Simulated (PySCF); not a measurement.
Method: PBE-D3(BJ)/def2-TZVP // B3LYP-D3(BJ)/def2-TZVP in PySCF. Isolated molecules, 0 K electronic values unless said otherwise. One relaxed conformer stands for a flexible species; it need not be the lowest. Excitations are Tamm–Dancoff values on a coarser integration grid. The basis has no diffuse functions, so Rydberg states are missing or too high.

Reference species (SMILES): `[H]/N=C(\C)O` (N–C–O–H torsion 0°) (neutral, multiplicity 1).

| Quantity | Result |
|---|---|
| HOMO | -6.38 eV |
| T1 excitation (TDA) | 5.28 eV |
| S1 oscillator strength | 0.002 |

Changed species: `C(=O)(N)C`.

Q: What does the change do to the HOMO, T1 excitation (TDA) and S1 oscillator strength?

A: the HOMO increases by 0.72 eV, to -5.66 eV; the T1 excitation (TDA) falls by 0.31 eV, to 4.97 eV; the S1 oscillator strength hardly moves.
